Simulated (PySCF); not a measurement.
## Vertical excitation energies

Species: C2H3F3.
Numbering: `[F:1][CH2:2][CH:3]([F:4])[F:5]` (hydrogens: H6, H7 on C2; H8 on C3)

Geometry (PBE0-D3(BJ)/def2-SVP, Å), atoms numbered from 1 in this order:
```
atom  x, y, z in Å
F1     1.2389   -0.4608    1.1841
C2     0.5428    0.3942    0.3830
C3    -0.5546   -0.3577   -0.3313
F4    -1.3068    0.5335   -1.0130
F5    -0.0272   -1.2287   -1.2120
H6     1.2143    0.8401   -0.3699
H7     0.0932    1.1966    0.9906
H8    -1.2007   -0.9173    0.3684
```

Computed with PySCF 2.14.0, density-fitted response routines, TDDFT PBE0/def2-SVPD, vertical, gas phase, core orbitals frozen in the response.

**Question.** Predict the UV-vis stick spectrum at this level.

**Answer.** 

```
state  λ (nm)  E (eV)       f  |μ| (D)  main configurations (H = HOMO, L = LUMO)
   S1   135.0    9.18  0.0097     0.53                               H→L+1 (87%)
   S2   132.2    9.38   0.011     0.55                                 H→L (90%)
   S3   127.6    9.71  0.0095     0.51                H-1→L+1 (61%), H-1→L (35%)
   S4   123.6   10.03   0.101     1.63                               H→L+2 (92%)
   S5   122.9   10.09   0.026     0.83                H-1→L (62%), H-1→L+1 (30%)
   S6   117.1   10.59   0.034     0.92                   H→L+3 (85%), H→L+4 (9%)
   S7   115.5   10.74   0.055     1.16                             H-1→L+2 (90%)
   S8   114.1   10.87   0.018     0.66    H→L+4 (65%), H-2→L+1 (18%), H→L+3 (9%)
   S9   112.9   10.98   0.014     0.58                H-2→L+1 (60%), H→L+4 (20%)
  S10   111.1   11.16  0.0016     0.20                               H-2→L (85%)
```

Triplets, Tamm–Dancoff:

| state | E (eV) | λ (nm) | main configurations (H = HOMO, L = LUMO) |
| --- | --- | --- | --- |
| T1 | 8.70 | 142.5 | H→L+1 (86%) |
| T2 | 9.07 | 136.6 | H→L (85%) |
| T3 | 9.25 | 134.1 | H-1→L+1 (66%), H-1→L (22%) |
| T4 | 9.61 | 129.0 | H→L+2 (77%) |

The lowest singlet lies at 9.18 eV (135 nm, vacuum ultraviolet) and is weak; its leading configuration is HOMO→LUMO+1 (87%). The strongest level in the table is S4 at 10.03 eV (124 nm, f = 0.101). Löwdin shares by element: HOMO carbon 37%, fluorine 34% or more (atoms not listed hold the other 29%); LUMO carbon 49%, hydrogen 26% or more (atoms not listed hold the other 25%). Of the 10 states listed, 7 reach f = 0.01 and none stays under 0.0005. Orbital energies (eV): HOMO-3 -12.01, HOMO-2 -11.59, HOMO-1 -10.54, HOMO -9.85, LUMO 0.79, LUMO+1 0.96, LUMO+2 1.51. The oscillator strengths of these states sum to 0.280; summed over the whole spectrum of an exact calculation they would give the number of electrons, 42 (Thomas–Reiche–Kuhn). All these states lie below the vertical ionisation energy of 12.37 eV (ΔSCF). Singlets were solved by full linear response, triplets in the Tamm–Dancoff approximation.

One conformer stands for the species.
